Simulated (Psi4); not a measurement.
**AlH (SMILES [AlH]): CC3/def2-TZVPPD**

Aim: the vertical ionisation energy of AlH at CC3/def2-TZVPPD, from 2 runs. 

Program for the calculation: Psi4 1.11.

2 further runs of the same task are left out: 2 set aside as unsound or not needed.

### 1 The molecule

AlH has 2 atoms, charge 0, and is taken as a singlet. SMILES: `[AlH]`. Geometry: relaxed at PBE0-D4/def2-TZVP.

Bond lengths: Al1–H2 1.665 Å.

### 2 A single-point energy at CC3/def2-TZVPPD

input.dat reads:

```
memory 1600 mb

molecule system {
  0 1
  Al
  H 1 1.66475
  symmetry c1
}

set {
  basis           def2-TZVPPD
  puream          true
  e_convergence   1e-09
  d_convergence   1e-08
  scf_type        pk
  num_frozen_docc 5
}

result = energy('cc3')
```

Launch:

```
$ psi4 -n 1 input.dat output.dat
```

output.dat:

```text
[...]
  Running in c1 symmetry.
[...]
  Nuclear repulsion =    4.132334427817991
[...]
  Multiplicity = 1
[...]
  Nalpha       = 7
  Nbeta        = 7
[...]
    Number of basis functions: 65
[...]
   @RHF iter   1:  -242.45374190416396   -5.52386e-01   1.80750e-03 DIIS/ADIIS
[...]
   @RHF iter   8:  -242.45793538680942   -3.75451e-11   8.08055e-09 DIIS
[...]
    Orbital Energies [Eh]
    ---------------------
    Doubly Occupied:
       1A    -58.489664     2A     -4.901583     3A     -3.210901
       4A     -3.210901     5A     -3.209819     6A     -0.494078
       7A     -0.289243
[...]
  @RHF Final Energy:  -242.45793538680942
   => Energetics <=
    Nuclear Repulsion Energy =              4.1323344278179910
    One-Electron Energy =                -345.5681620810689196
    Two-Electron Energy =                  98.9778922664415290
    Total Energy =                       -242.4579353868094245
[...]
 Multipole Moments:
 ------------------------------------------------------------------------------------
     Multipole            Electronic (a.u.)      Nuclear  (a.u.)        Total (a.u.)
 ------------------------------------------------------------------------------------
 L = 1.  Multiply by 2.5417464519 to convert [e a0] to [Debye]
 Dipole X            :          0.0000000            0.0000000            0.0000000
 Dipole Y            :          0.0000000            0.0000000            0.0000000
 Dipole Z            :         -1.5498814            1.5600499            0.0101685
 Magnitude           :                                                    0.0101685
[...]
      * MP2 total energy                      = -242.520234049167129
[...]
```

Run time: 4.2 s. Hardware: 1 thread of Intel Xeon 6975P-C (Granite Rapids), shared host; peak memory 0.36 GiB.

### 3 The doublet cation, same level

input.inp reads:

```
memory 1600 mb

molecule {
  1 2
  Al
  H 1 1.66475
  symmetry c1
}

set {
  basis           def2-TZVPPD
  reference       uhf
  puream          true
  e_convergence   1e-09
  d_convergence   1e-08
  scf_type        pk
  num_frozen_docc 5
  maxiter         100
}

e, wfn = energy('cc3', return_wfn=True)
```

Launch:

```
$ psi4 input.inp input.out -n 1
```

input.out:

```text
[...]
  Running in c1 symmetry.
[...]
  Nuclear repulsion =    4.132334427817991
[...]
  Multiplicity = 2
[...]
  Nalpha       = 7
  Nbeta        = 6
[...]
    Number of basis functions: 65
[...]
   @UHF iter   1:  -242.15893659811078   -2.57581e-01   2.36812e-03 DIIS/ADIIS
[...]
   @UHF iter  12:  -242.19138853823389   -2.55795e-12   3.51948e-09 DIIS
[...]
   @S^2 Observed:                7.853362835E-01
[...]
    Orbital Energies [Eh]
    ---------------------
    Alpha Occupied:
       1A    -58.817034     2A     -5.226193     3A     -3.536379
       4A     -3.533546     5A     -3.533546     6A     -0.802415
       7A     -0.621737
    Alpha Virtual:
       8A     -0.206972     9A     -0.206972    10A     -0.094569
      11A     -0.091932    12A     -0.045358    13A     -0.045358
      14A     -0.041912    15A     -0.041912    16A     -0.006841
      17A      0.035420    18A      0.095378    19A      0.095378
      20A      0.106212    21A      0.106212    22A      0.133022
      23A      0.133022    24A      0.135846    25A      0.180189
[...]
  @UHF Final Energy:  -242.19138853823389
   => Energetics <=
    Nuclear Repulsion Energy =              4.1323344278179910
    One-Electron Energy =                -341.2545629710582489
    Two-Electron Energy =                  94.9308400050064023
    Total Energy =                       -242.1913885382338663
  UHF NO Occupations:
  HONO-2 :    5  A 1.9999931
  HONO-1 :    6  A 1.9821864
[...]
 Multipole Moments:
 ------------------------------------------------------------------------------------
     Multipole            Electronic (a.u.)      Nuclear  (a.u.)        Total (a.u.)
 ------------------------------------------------------------------------------------
 L = 1.  Multiply by 2.5417464519 to convert [e a0] to [Debye]
 Dipole X            :         -0.0000000            0.0000000           -0.0000000
 Dipole Y            :         -0.0000000            0.0000000           -0.0000000
 Dipole Z            :         -1.7519016            1.5600499           -0.1918517
 Magnitude           :                                                    0.1918517
[...]
      * MP2 total energy                      = -242.224501876317134
[...]
```

It took 12 s on 1 thread of Intel Xeon 6975P-C (Granite Rapids), shared host; peak memory 0.38 GiB.

### 4 Outcome

Level: CC3/def2-TZVPPD, 5 core orbitals frozen.

```
                                                                  quantity          value
                            singlet AlH: ground-state or mean-field energy  -242.54200 Eh
                          singlet AlH: HOMO energy (Hartree–Fock orbitals)       -7.87 eV
                          singlet AlH: LUMO energy (Hartree–Fock orbitals)        0.82 eV
                        singlet AlH: HOMO–LUMO gap (Hartree–Fock orbitals)        8.69 eV
                  singlet AlH: correlation energy (5 core orbitals frozen)      -84.1 mEh
                                                singlet AlH: T1 diagnostic          0.014
                         doublet cation: ground-state or mean-field energy  -242.23823 Eh
doublet cation: HOMO energy (Hartree–Fock orbitals) (highest over α and β)      -16.92 eV
 doublet cation: LUMO energy (Hartree–Fock orbitals) (lowest over α and β)       -6.73 eV
               doublet cation: correlation energy (5 core orbitals frozen)      -46.8 mEh
                         doublet cation: ⟨S²⟩ of the reference determinant          0.785
                                             doublet cation: T1 diagnostic          0.034
                        vertical ionisation energy (to the doublet cation)       8.266 eV
```

The vertical ionisation energy comes to 8.27 eV (798 kJ/mol).
